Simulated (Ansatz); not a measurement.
The same path of C3H6O3 (12 atoms, charge 0, multiplicity 1) was run 3 times with different band settings. The coordinate that changes most is the dihedral H10–C3–O4–H11.

Level of theory: RKS revPBE-D4/def2-SVP in Ansatz.

Relaxed end points:

```xyz
12
Properties=species:S:1:pos:R:3
C -0.860 -1.057 -1.239
O -0.383 0.192 -0.749
C 0.448 0.062 0.392
O -0.188 -0.420 1.531
C 0.955 1.499 0.624
O 0.673 2.104 1.641
H -1.496 -0.841 -2.120
H -1.462 -1.592 -0.473
H -0.019 -1.720 -1.554
H 1.306 -0.622 0.157
H -0.448 0.382 2.039
H 1.550 1.959 -0.214
```

```xyz
12
Properties=species:S:1:pos:R:3
C -0.795 -1.006 -1.212
O -0.299 0.259 -0.808
C 0.357 0.245 0.439
O -0.476 -0.065 1.528
C 0.929 1.668 0.619
O 1.250 2.125 1.692
H -1.245 -0.882 -2.215
H -1.576 -1.386 -0.515
H 0.022 -1.766 -1.277
H 1.230 -0.467 0.401
H -0.362 -1.007 1.741
H 1.042 2.227 -0.359
```

Common settings: movable images 7; climbing image yes; optimiser quadratic models (default); start path IDPP; iteration limit 60; end points relaxed.

| run | spring | force threshold |
| --- | --- | --- |
| 1 | 5.0 eV/Å² | 0.03 eV/Å |
| 2 | 5.0 eV/Å² | 0.5 eV/Å |
| 3 | 50.0 eV/Å² | 0.03 eV/Å |

Problem. What does each run give, and how far can it be trusted?

Solution. Run 1: converged after 22 iterations, highest image 0.263 eV above the first end. The top lies less than 8 meV above the higher end, about what the thresholds resolve: that end is a shoulder or a very shallow well. A vibrational analysis at the climbing image gives one clearly imaginary mode, 176i cm⁻¹: a first-order saddle point.
Run 2: converged after 4 iterations, highest image 0.266 eV above the first end. The threshold of 0.5 eV/Å is loose, so the images may lie well off the minimum-energy path. The top lies less than 8 meV above the higher end, about what the thresholds resolve: that end is a shoulder or a very shallow well. Another band between the same ends (7 images) ends at a top of the same energy, where a vibrational analysis finds 1 clearly imaginary mode.
Run 3: converged after 17 iterations, highest image 0.263 eV above the first end. The top lies less than 8 meV above the higher end, about what the thresholds resolve: that end is a shoulder or a very shallow well. Another band between the same ends (7 images) ends at a top of the same energy, where a vibrational analysis finds 1 clearly imaginary mode.
